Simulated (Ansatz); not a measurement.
One change: `CCOC=O` becomes `CCOC#N`.

Ansatz, PBE0-D4/def2-TZVP geometries, multiplicity 1. Each molecule was computed in one conformer, which needn't be the lowest.

```json
{"property": "HOMO–LUMO gap (PBE/def2-TZVPP) / eV", "`CCOC=O`": "5.53"}
{"property": "size of the dipole moment (B3LYP/def2-TZVPP) / D", "`CCOC=O`": "1.98"}
{"property": "LUMO energy (B3LYP/def2-TZVPP) / eV", "`CCOC=O`": "-0.19"}
{"property": "HOMO energy (PBE/def2-TZVPP) / eV", "`CCOC=O`": "-6.57"}
{"property": "LUMO energy (PBE0/def2-TZVPP) / eV", "`CCOC=O`": "0.12"}
{"property": "HOMO energy (PBE0/def2-TZVPP) / eV", "`CCOC=O`": "-8.25"}
```

Problem. What does the change do to each property? (Estimate.)

Solution. The calculation gave: 
```
                                        property  `CCOC#N`  shift
             HOMO–LUMO gap (PBE/def2-TZVPP) / eV      6.76   1.23
size of the dipole moment (B3LYP/def2-TZVPP) / D      4.78   2.80
             LUMO energy (B3LYP/def2-TZVPP) / eV      0.36   0.55
               HOMO energy (PBE/def2-TZVPP) / eV     -6.97  -0.40
              LUMO energy (PBE0/def2-TZVPP) / eV      0.71   0.59
              HOMO energy (PBE0/def2-TZVPP) / eV     -8.42  -0.17
```

With PBE0 the HOMO falls by 0.17 eV and the LUMO rises by 0.59 eV, so the gap widens by about 0.76 eV. PBE moves the HOMO by -0.40 eV and ωB97M-V by -0.03 eV. Dipoles are sizes alone; their direction can turn.

B3LYP here is the variant with VWN-RPA as its local correlation; programs differ in this.
